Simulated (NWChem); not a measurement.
# Run times for doublet SiHF−

The species is SiHF− (3 atoms), meant as a doublet with charge -1. As SMILES of the parent species, `F[SiH]`. The shape is that of a PBE0-D4/def2-TZVP optimisation. That shape belongs to the parent species and isn't relaxed for this state.

```xyz
3

F    -1.0902    0.0244   -0.6023
Si    0.1868    0.6294    0.1738
H     0.8924   -0.7186    0.4153
```

Program: NWChem 7.3.0. Hardware: 1 thread of Intel Xeon at 2.30GHz, shared host, so times are rough. Two-electron integrals are exact unless an approximation is named.

Q: Estimate their order by wall time, quickest first.
A. energy of doublet SiHF+ at USVWN5/def2-TZVPPD, grid fine
B. energy at UB3LYP/6-31G* (spherical functions), grid xfine
C. energy at UHF/STO-3G

A: C (0.85 s), B (6 s), A (19 s).
